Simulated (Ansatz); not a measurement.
Geometry optimisation, Ansatz, UKS B3LYP-D4/def2-TZVP.

Input file:

```yaml
crystal:
  periodic: [false, false, false]
  atoms:
    - { symbol: B, position_ang: [-0.018795, 0.0, -0.074856] }
    - { symbol: H, position_ang: [0.015146, 0.0, 1.118655] }
    - { symbol: F, position_ang: [1.130198, 0.0, -0.723808] }
    - { symbol: H, position_ang: [-1.023527, 0.0, -0.717402] }
    - { symbol: H, position_ang: [0.009579, 0.0, 2.98241] }
magnetization:
  spin_polarized: true
  initial_magnetization: 1
basis:
  gaussian: { orbitals: def2-TZVP }
hamiltonian:
  xc: b3lyp
  dispersion: d4
relax:
  f_tol: 0.03
  max_steps: 50
```

Command:

```bash
$ ansatz run input.yaml --threads 2 --pin off --max-ram 3072MiB --backend cpu --events-out ev --progress --plain --runs-dir out
```

Question: Where does it end, and by what steps?

Answer: The run converged. The force dipped under the threshold on the way, but the program's further checks kept it going. After 9 steps the energy has fallen by 0.031 eV; H5 moved furthest, 0.68 Å.

| step | energy less start (eV) | largest force component (eV/Å) | accepted |
| --- | --- | --- | --- |
| 0 | 0.0000 | 0.129 | yes |
| 1 | -0.0051 | 0.099 | yes |
| 2 | -0.0220 | 0.085 | yes |
| 3 | -0.0096 | 0.851 | no |
| 4 | -0.0243 | 0.036 | yes |
| 5 | -0.0278 | 0.038 | yes |
| 6 | -0.0303 | 0.016 | yes |
| 7 | -0.0308 | 0.028 | yes |
| 8 | -0.0309 | 0.031 | yes |
| 9 | -0.0310 | 0.006 | yes |

```xyz
5
Properties=species:S:1:pos:R:3
B -0.031 0.000 -0.245
H -0.035 0.000 0.948
F 1.139 0.000 -0.858
H -1.014 0.000 -0.922
H 0.054 0.000 3.662
```

Whether the end is a true minimum wasn't checked by a vibrational analysis.

The run took 8.5 s on 2 threads of Arm Neoverse V2, with other jobs on the host, peak memory 0.12 GiB.
